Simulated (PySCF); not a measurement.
## Static response to an electric field

Species: C₅H₇N.
Cartesian coordinates in Å at the GFN2-xTB level; atoms count from 1:
```xyz
13
C5H7N angstrom
C      2.054   -0.044   -0.962
N      1.052   -0.748   -0.657
C      0.040   -0.298    0.135
C     -1.162   -1.069    0.609
C     -1.357    0.199   -0.145
C     -0.418    1.049    0.646
H      2.216    0.987   -0.640
H      2.805   -0.492   -1.593
H     -1.370   -1.083    1.673
H     -1.388   -1.998    0.102
H     -1.864    0.393   -1.066
H     -0.591    1.165    1.710
H     -0.021    1.938    0.170
```

Level: B3LYP/def2-SVPD (PySCF), static field, nuclei fixed, core orbitals frozen in the response. The polarisability tensor in these axes (au):

```
x    83.64   3.87 -14.12
y     3.87  61.48   1.15
z   -14.12   1.15  57.61
```

**Question.** What are the eigenvalues, a third of the trace, and Δα (Δα² = ½Σ(αi − αj)² over the three pairs)?

**Answer.** Principal values 50.78, 61.80 and 90.16 au; mean 67.58 au = 10.01 Å³ = 11.14 × 10⁻⁴⁰ C²·m²/J; Δα = 35.19 au (52 % of the mean).

**Question.** What is the dipole moment, and where does it point?

**Answer.** (-0.08, 1.37, -0.07) D, 1.37 D in size, pointing from the negative to the positive side. Measured along this direction, the outermost atoms are H10 at the negative end and H13 at the positive end.

**Question.** Form Σ f/ω² (atomic units) for the 8 lowest TDDFT singlets, given as eV and f, and set it beside the mean polarisability, which is this sum over all singlets: 4.62, 0.0052; 5.41, 0.3273; 6.31, 0.0252; 6.75, 0.0094; 6.79, 0.0009; 6.95, 0.0244; 7.04, 0.0259; 7.16, 0.0007.

**Answer.** They add up to 9.86 au, 14.6 % of the 67.58 au; the largest single term is 8.27 au, from the state at 5.41 eV. Terms in order: 0.18, 8.27, 0.47, 0.15, 0.01, 0.37, 0.39, 0.01 au. Higher excitations give the rest. The strengths listed sum to 0.419.

**Question.** Refractivity n − 1 of an ideal gas of it at 400 K and 1 atm, from the electronic α?

**Answer.** N = p/kT = 1.8347 × 10¹⁹ cm⁻³, so n − 1 = 2π × N × 10.01 × 10⁻²⁴ cm³ = 1154 × 10⁻⁶ at long wavelengths.

**Question.** Orientational against electronic polarisability at 273 K (dilute gas, rigid molecules)?

**Answer.** In Gaussian units μ²/3kT = 16.71 Å³ against 10.01 Å³, a ratio of 1.67; the Debye molar polarisation (4π/3)N_A(α + μ²/3kT) is 67.4 cm³/mol, leaving out the vibrational part.

**Question.** Rayleigh depolarisation ratio (linearly polarised light, static tensor)?

**Answer.** ρ = 3Δα²/(45ᾱ² + 4Δα²) = 3714.7/(205501 + 4953.0) = 0.0177.

**Question.** Molar refractivity from α?

**Answer.** Lorentz–Lorenz: R = (4π/3)N_A α = 2.5225 cm³/(mol·Å³) × 10.01 Å³ = 25.3 cm³/mol, in the limit of long wavelengths.

Isolated species at its GFN2-xTB geometry (one conformer only).
